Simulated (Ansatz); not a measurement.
The first iterations of a band of H$_{5}$NSi$_{2}$ (8 atoms, charge 0, multiplicity 1).

All numbers below come from RKS BLYP-D4/def2-SVP (Ansatz).

```json
{"movable images": "5", "climbing image": "yes", "spring": "5.0 eV/Å²", "optimiser": "quadratic models (default)", "start path": "IDPP", "force threshold": "0.05 eV/Å", "iteration limit": "60", "end points": "relaxed"}
```

First end point:

```xyz
8
Properties=species:S:1:pos:R:3
N -0.658 -0.313 -0.835
Si -0.350 1.383 -0.327
Si 0.302 -1.284 0.238
H -1.513 -0.625 -1.294
H 0.991 1.810 -0.896
H -0.171 1.323 1.188
H 1.720 -0.800 0.245
H -0.229 -1.552 1.625
```

Last end point:

```xyz
8
Properties=species:S:1:pos:R:3
N -0.666 -0.266 -0.661
Si -0.051 1.177 0.142
Si 0.588 -0.996 0.339
H -1.376 -0.537 -1.345
H 0.652 2.198 -0.709
H -0.971 1.884 1.099
H 1.770 -1.602 -0.364
H 0.147 -1.916 1.443
```

| iteration | highest image above the first end (eV) | largest band force component (eV/Å) |
| --- | --- | --- |
| 1 | 0.180 | 1.188 |
| 2 | 0.121 | 0.921 |
| 3 | 0.035 | 0.794 |
| 4 | 0.062 | 0.673 |
| 5 | 0.009 | 0.504 |
| 6 | 0.009 | 0.469 |

Question: Does the band converge within its limit, and where does its top end?

Answer: The run converged. It ended after 18 iterations with the highest image 0.000 eV above the first end. The highest image is an end point: on this band no image between the ends rises above it. Between wells the path still climbs a hump at image 4, 0.11 eV above the well before it.

The run took 2.5 min on 1 thread of Intel(R) Xeon(R) Platinum 8375C CPU @ 2.90GHz (Ice Lake), with other jobs on the host, peak memory 0.25 GiB.
